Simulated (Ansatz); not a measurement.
C2H5NO can be A, `C=NCO`, or B, `C=C(N)O`.

Isolated molecules relaxed with PBE0-D4/def2-TZVP in Ansatz; ΔE leaves out vibrations. CCSD(T)/CBS is the MP2 limit (def2-TZVPP, def2-QZVPP) plus CCSD(T) − MP2 in def2-TZVPP, frozen cores. DFT in def2-TZVPP. B3LYP here is the variant with VWN-RPA as its local correlation; programs differ in this. Each species was taken in one conformer, which may not be the lowest.

(1) Which isomer does CCSD(T)/CBS put lower? Give the gap. (Best estimate.)

(2) Give E(B) − E(A) in kcal/mol with LDA (SPW92), B2PLYP, BLYP-D4, B3LYP, HF/def2-TZVPP, ωB97M-V, B3LYP-D4. (Estimate.)

(3) Does the order hold for the free energy at 298.15 K (harmonic terms from PBE0-D4)? (An estimate is asked.)

Largest T1 diagnostic: 0.012.

Answers

(1) The calculation gave: B, by 12.9 kcal/mol.

(2) Ansatz gave: LDA (SPW92) -19.6, B2PLYP -13.4, BLYP-D4 -13.0, B3LYP -13.8, HF/def2-TZVPP -12.2, ωB97M-V -14.6, B3LYP-D4 -14.0. None reverses the order clearly.

(3) The calculation gave: Yes: G(B) − G(A) = -12.5 kcal/mol, for one conformer each.

At CCSD(T), def2-SVP lies +2.8 kcal/mol from the extrapolated value and def2-TZVPP +1.2 kcal/mol. From PBE to PBE0 (25 % exact exchange), in def2-TZVPP and without D4, E(B) − E(A) moves by −0.8 kcal/mol.
